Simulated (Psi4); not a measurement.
# doublet PN+: levels of theory compared

Wanted: a comparison of 6 runs (UB3LYP/6-31G*, U-wB97X-V/aug-cc-pVTZ, UDSD-PBEP86/aug-cc-pVTZ, UHSE06/aug-cc-pVTZ, UTPSSh/aug-cc-pVTZ) of doublet PN+. 

The results are computed with Psi4 1.11.

8 further runs of the same task are left out: 8 that didn't finish.

## 1. The system as given

The species is PN+ (2 atoms), meant as a doublet with charge +1. As SMILES of the parent species, `N#P`. The bond length is the one measured for the parent species. That shape belongs to the parent species and isn't relaxed for this state.

Bond lengths: N1–P2 1.491 Å.

## 2. The energy at UB3LYP/6-31G(d) (spherical functions) (run 1)

File job.inp:

```
memory 1600 MB

molecule geom {
  1 2
  N      0.00000000     0.00000000     0.00000000
  P      0.00000000     0.00000000     2.81732843
  units au
  symmetry c1
  no_reorient
  no_com
}

set {
  basis                6-31G*
  reference            uks
  puream               true
  e_convergence        1e-09
  d_convergence        1e-08
  scf_type             pk
  dft_radial_points    99
  dft_spherical_points 590
  maxiter              100
}

e_tot, wfn = energy('b3lyp', return_wfn=True)
```

On the command line:

```console
$ psi4 job.inp job.out -n 1
```

job.out:

```text
[...]
  Running in c1 symmetry.
[...]
  Nuclear repulsion =   37.269350240433276
[...]
  Multiplicity = 2
[...]
  Nalpha       = 11
  Nbeta        = 10
[...]
    Number of basis functions: 32
[...]
   @UKS iter   1:  -395.32578145720839    2.68340e-01   2.25813e-02 ADIIS/DIIS
[...]
   @UKS iter  14:  -395.62333390017352   -5.68434e-14   2.60523e-09 DIIS
[...]
   @S^2 Observed:                7.831622732E-01
[...]
    Orbital Energies [Eh]
    ---------------------
    Alpha Occupied:
       1A    -77.500891     2A    -14.755884     3A     -6.975276
       4A     -5.138846     5A     -5.134311     6A     -5.134311
       7A     -1.219177     8A     -0.850344     9A     -0.708635
      10A     -0.671863    11A     -0.671863
    Alpha Virtual:
      12A     -0.400018    13A     -0.400018    14A     -0.216854
      15A     -0.029028    16A      0.038582    17A      0.038582
      18A      0.120571    19A      0.316994    20A      0.316994
      21A      0.328381    22A      0.328381    23A      0.332194
      24A      0.474418    25A      0.474418    26A      0.777360
[...]
  @UKS Final Energy:  -395.62333390017352
   => Energetics <=
    Nuclear Repulsion Energy =             37.2693502404332762
    One-Electron Energy =                -612.0372618718449758
    Two-Electron Energy =                 203.1150142890597294
    DFT Exchange-Correlation Energy =     -23.9704365578215999
    Empirical Dispersion Energy =           0.0000000000000000
    VV10 Nonlocal Energy =                  0.0000000000000000
    Total Energy =                       -395.6233339001735771
[...]
 Multipole Moments:
 ------------------------------------------------------------------------------------
     Multipole            Electronic (a.u.)      Nuclear  (a.u.)        Total (a.u.)
 ------------------------------------------------------------------------------------
 L = 1.  Multiply by 2.5417464519 to convert [e a0] to [Debye]
 Dipole X            :         -0.0000000            0.0000000           -0.0000000
 Dipole Y            :         -0.0000000            0.0000000           -0.0000000
 Dipole Z            :        -39.5724740           42.2599264            2.6874524
 Magnitude           :                                                    2.6874524
[...]
```

Wall time 3.6 s (1 thread of Intel Xeon 6975P-C (Granite Rapids), shared host); peak memory 0.29 GiB.

## 3. Energy and forces at UB3LYP/6-31G(d) (Cartesian functions) (run 2)

File np.json:

```json
{
  "schema_name": "qcschema_input",
  "schema_version": 1,
  "molecule": {
    "schema_name": "qcschema_molecule",
    "schema_version": 2,
    "symbols": ["N", "P"],
    "geometry": [0.0, 0.0, 0.0, 0.0, 0.0, 2.81732843],
    "molecular_charge": 1,
    "molecular_multiplicity": 2,
    "fix_symmetry": "c1",
    "fix_com": true,
    "fix_orientation": true
  },
  "driver": "gradient",
  "model": {
    "method": "b3lyp",
    "basis": "6-31G*"
  },
  "keywords": {
    "reference": "uks",
    "puream": false,
    "e_convergence": 1e-09,
    "d_convergence": 1e-08,
    "scf_type": "pk",
    "dft_radial_points": 99,
    "dft_spherical_points": 590,
    "maxiter": 100,
    "scf_properties": ["LOWDIN_CHARGES", "MULLIKEN_CHARGES", "QUADRUPOLE"]
  }
}
```

On the command line:

```console
$ psi4 --qcschema np.json -n 1 --memory 1600MB
```

stdout:

```text
[...]
  Running in c1 symmetry.
[...]
  Nuclear repulsion =   37.269350240433276
[...]
  Multiplicity = 2
[...]
  Nalpha       = 11
  Nbeta        = 10
[...]
    Number of basis functions: 34
[...]
   @UKS iter   1:  -395.33107180190353    2.65922e-01   2.13869e-02 DIIS/ADIIS
[...]
   @UKS iter  14:  -395.62724071673915   -3.41061e-13   2.97422e-09 DIIS
[...]
   @S^2 Observed:                7.831968775E-01
[...]
  @UKS Final Energy:  -395.62724071673915
   => Energetics <=
    Nuclear Repulsion Energy =             37.2693502404332762
    One-Electron Energy =                -612.0076444690084827
    Two-Electron Energy =                 203.0656382897409173
    DFT Exchange-Correlation Energy =     -23.9545847779048700
    Empirical Dispersion Energy =           0.0000000000000000
    VV10 Nonlocal Energy =                  0.0000000000000000
    Total Energy =                       -395.6272407167391520
[...]
 Multipole Moments:
 ------------------------------------------------------------------------------------
     Multipole            Electronic (a.u.)      Nuclear  (a.u.)        Total (a.u.)
 ------------------------------------------------------------------------------------
 L = 1.  Multiply by 2.5417464519 to convert [e a0] to [Debye]
 Dipole X            :         -0.0000000            0.0000000           -0.0000000
 Dipole Y            :          0.0000000            0.0000000            0.0000000
 Dipole Z            :        -39.5677108           42.2599264            2.6922156
 Magnitude           :                                                    2.6922156
 L = 2.  Multiply by 1.3450342976 to convert [e a0^2] to [Debye ang]
 Quadrupole XX       :        -10.6112756            0.0000000          -10.6112756
 Quadrupole XY       :          0.0000000            0.0000000            0.0000000
[...]
  Mulliken Charges: (a.u.)
   Center  Symbol    Alpha    Beta     Spin     Total
       1     N     3.98419  3.02999  0.95421 -0.01418
       2     P     7.01581  6.97001  0.04579  1.01418
   Total alpha = 11.00000, Total beta = 10.00000, Total charge =  1.00000
  Lowdin Charges: (a.u.)
   Center  Symbol    Alpha    Beta     Spin     Total
       1     N     3.98493  3.03153  0.95341 -0.01646
       2     P     7.01507  6.96847  0.04659  1.01646
  Total alpha = 11.00000, Total beta = 10.00000, Total charge =  1.00000
[...]
  -Total Gradient:
     Atom            X                  Y                   Z
    ------   -----------------  -----------------  -----------------
       1       -0.000000000000     0.000000000000    -0.003558642848
       2        0.000000000000    -0.000000000000     0.003560040197
[...]
```

The result, in JSON:

```text
{
 "driver": "gradient",
 "model": {
  "method": "b3lyp",
  "basis": "6-31G*"
 },
 "success": true,
 "return_result": [-1.252663850761946e-14, 1.946007427281775e-14, -0.0035586428475791188, 1.9795455015115224e-13, -6.078634775221513e-14, 0.003560040197100822],
 "properties": {
  "calcinfo_nbasis": 34,
  "calcinfo_nmo": 34,
  "calcinfo_nalpha": 11,
  "calcinfo_nbeta": 10,
  "calcinfo_natom": 2,
  "nuclear_repulsion_energy": 37.269350240433276,
  "return_energy": -395.62724071673915,
  "return_gradient": [-1.252663850761946e-14, 1.946007427281775e-14, -0.0035586428475791188, 1.9795455015115224e-13, -6.078634775221513e-14, 0.003560040197100822],
  "scf_one_electron_energy": -612.0076444690085,
  "scf_two_electron_energy": 203.06563828974092,
  "scf_xc_energy": -23.95458477790487,
  "scf_dipole_moment": [-3.868595891258557e-15, 1.2663076973408926e-15, 2.6922156315764454],
  "scf_total_energy": -395.62724071673915,
  "scf_total_gradient": [-1.252663850761946e-14, 1.946007427281775e-14, -0.0035586428475791188, 1.9795455015115224e-13, -6.078634775221513e-14, 0.003560040197100822],
  "scf_iterations": 14
 }
}
```

It took 4.2 s on 1 thread of Intel Xeon 6975P-C (Granite Rapids), shared host; peak memory 0.31 GiB.

Runs 3 to 5 aren't shown in full; the table further down has their settings and results.

## 4. Energy and gradient at UTPSSh/aug-cc-pVTZ (run 6)

File calc.py:

```python
import psi4

psi4.set_memory('1600 MB')
psi4.set_num_threads(1)
psi4.set_output_file('psi4.out', False)

mol = psi4.geometry("""
1 2
N
P 1 1.490866
units angstrom
symmetry c1
no_reorient
no_com
""")

options = {'basis': 'aug-cc-pVTZ', 'reference': 'uks', 'puream': True, 'e_convergence': 1e-09, 'd_convergence': 1e-08, 'scf_type': 'pk', 'dft_radial_points': 99, 'dft_spherical_points': 590, 'maxiter': 100}
psi4.set_options(options)

E, wfn = psi4.gradient("TPSSH", return_wfn=True)
psi4.oeprop(wfn, "MULLIKEN_CHARGES", "MAYER_INDICES", "LOWDIN_CHARGES")
print('gradient / Eh bohr^-1')
print(E.np.round(6))
print(f'energy = {wfn.energy():.10f} Eh')
```

On the command line:

```console
$ python calc.py
```

psi4.out:

```text
[...]
  Running in c1 symmetry.
[...]
  Nuclear repulsion =   37.269350243650337
[...]
  Multiplicity = 2
[...]
  Nalpha       = 11
  Nbeta        = 10
[...]
    Number of basis functions: 96
[...]
   @UKS iter   1:  -395.28319583937730    3.61240e-01   9.01613e-03 ADIIS/DIIS
[...]
   @UKS iter  13:  -395.68117197013265   -6.56541e-11   6.37716e-09 DIIS
[...]
   @S^2 Observed:                7.841010485E-01
[...]
  @UKS Final Energy:  -395.68117197013265
   => Energetics <=
    Nuclear Repulsion Energy =             37.2693502436503366
    One-Electron Energy =                -612.2401238914513897
    Two-Electron Energy =                 206.1451818142330978
    DFT Exchange-Correlation Energy =     -26.8555801365646865
    Empirical Dispersion Energy =           0.0000000000000000
    VV10 Nonlocal Energy =                  0.0000000000000000
    Total Energy =                       -395.6811719701326524
[...]
 Multipole Moments:
 ------------------------------------------------------------------------------------
     Multipole            Electronic (a.u.)      Nuclear  (a.u.)        Total (a.u.)
 ------------------------------------------------------------------------------------
 L = 1.  Multiply by 2.5417464519 to convert [e a0] to [Debye]
 Dipole X            :         -0.0000000            0.0000000           -0.0000000
 Dipole Y            :          0.0000000            0.0000000            0.0000000
 Dipole Z            :          1.1648252           -0.4240837            0.7407415
 Magnitude           :                                                    0.7407415
[...]
  -Total Gradient:
     Atom            X                  Y                   Z
    ------   -----------------  -----------------  -----------------
       1        0.000000000000    -0.000000000000    -0.007795037453
       2       -0.000000000000     0.000000000000     0.007792341693
[...]
  Mulliken Charges: (a.u.)
   Center  Symbol    Alpha    Beta     Spin     Total
       1     N     4.04580  3.08536  0.96045 -0.13116
       2     P     6.95420  6.91464  0.03955  1.13116
   Total alpha = 11.00000, Total beta = 10.00000, Total charge =  1.00000
  Lowdin Charges: (a.u.)
   Center  Symbol    Alpha    Beta     Spin     Total
       1     N     3.98056  3.13887  0.84169 -0.11943
       2     P     7.01944  6.86113  0.15831  1.11943
  Total alpha = 11.00000, Total beta = 10.00000, Total charge =  1.00000
[...]
```

On the terminal:

```text
gradient / Eh bohr^-1
[[ 0.       -0.       -0.007795]
 [-0.        0.        0.007792]]
energy = -395.6811719701 Eh
```

Wall time 27 s (1 thread of Intel Xeon 6975P-C (Granite Rapids), shared host); peak memory 0.94 GiB.

## 5. Overview of the runs

```
run                                                      level      task  Cartesian functions  energy (Eh)  HOMO energy (eV)  LUMO energy (eV)   ⟨S²⟩  wall time
  1                        UB3LYP/6-31G* (spherical functions)    energy                   no  -395.623334            -17.68            -14.75  0.783      3.6 s
  2                        UB3LYP/6-31G* (Cartesian functions)  gradient                  yes  -395.627241            -17.68            -14.76  0.783      4.2 s
  3                                      U-wB97X-V/aug-cc-pVTZ    energy                   no  -395.581648            -20.31            -11.99  0.791       20 s
  4  UDSD-PBEP86/aug-cc-pVTZ (density fitting for correlation)    energy                   no  -395.278122            -19.38            -10.52  1.139       10 s
  5                                         UHSE06/aug-cc-pVTZ  gradient                   no  -395.488485            -17.49            -14.58  0.800       31 s
  6                                         UTPSSh/aug-cc-pVTZ  gradient                   no  -395.681172            -17.26            -14.89  0.784       27 s
```

## 6. Outcome

```
                                 quantity          value
                      run 6: total energy  -395.68117 Eh
run 6: HOMO energy (highest over α and β)      -17.26 eV
 run 6: LUMO energy (lowest over α and β)      -14.89 eV
                              run 6: ⟨S²⟩          0.784
          run 6: largest force on an atom     0.401 eV/Å
```

Totals of different functionals can't be ranked against each other. Spin contamination of the reference: run 4 ⟨S²⟩ = 1.14. All runs together took 95 s, the longest 31 s.
